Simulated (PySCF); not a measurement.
Species, as SMILES: FCF.
Geometry (B3LYP-D3(BJ)/def2-TZVP, fixed):
```xyz
5

C      0.0044     0.0053     0.5043
F     -0.0170     1.1024    -0.3021
F      0.0119    -1.1085    -0.2792
H     -0.9025    -0.0002     1.1113
H      0.9218     0.0234     1.0951
```

Basis-set convergence of the mean static polarisability at PBE with PySCF. All functions are spherical. Density fitting with generated auxiliary sets. In sets without p functions on hydrogen, species with hydrogen take exact integrals. No added dispersion term, no relativity. Reference: the value in d-aug-cc-pVTZ, 19.11 bohr³, itself unsure by roughly 0.8 % (its mean distance from aug-pcseg-2, aug-cc-pVTZ). Deviations are taken from unrounded values. Cost is core time over that of 6-31G**, rough, on shared machines of one kind; a dash marks a row that isn't timed (too short, read off another run, short of memory, by another algorithm or on other hardware).

```json
[
 {"basis": "STO-3G", "functions": "17", "cost": "-"},
 {"basis": "3-21G", "functions": "31", "cost": "-"},
 {"basis": "6-31G", "functions": "31", "cost": "-"},
 {"basis": "6-31G*", "functions": "46", "cost": "-"},
 {"basis": "6-31G**", "functions": "52", "cost": "1×"},
 {"basis": "6-311G**", "functions": "66", "cost": "1×"},
 {"basis": "aug-cc-pVDZ", "functions": "87", "cost": "2×"},
 {"basis": "Sadlej pVTZ", "functions": "90", "cost": "3×"},
 {"basis": "jun-cc-pV(T+d)Z", "functions": "145", "cost": "4×"},
 {"basis": "aug-cc-pVTZ", "functions": "184", "cost": "5×"}
]
```

**Question.** Which is the smallest set listed that can be trusted to 5 % here, that is, within that of the reference together with its larger relatives (same family, alike in diffuse functions; a set with none to test it counts only in the reference's own line)?

**Answer.** The smallest set listed that lies within 5 % of the reference with all its larger relatives (same family, alike in diffuse functions; a set with none counts only in the reference's own line) is aug-cc-pVDZ (87 functions, 2× in cost, -3.2 % off). Inside, with no larger relative to test it: Sadlej pVTZ. Value minus reference over the reference: STO-3G -64.4, 3-21G -41.6, 6-31G -37.1, 6-31G* -30.1, 6-31G** -29.1, 6-311G** -28.9, aug-cc-pVDZ -3.2, Sadlej pVTZ -1.1, jun-cc-pV(T+d)Z -2.4, aug-cc-pVTZ -1.0 %.
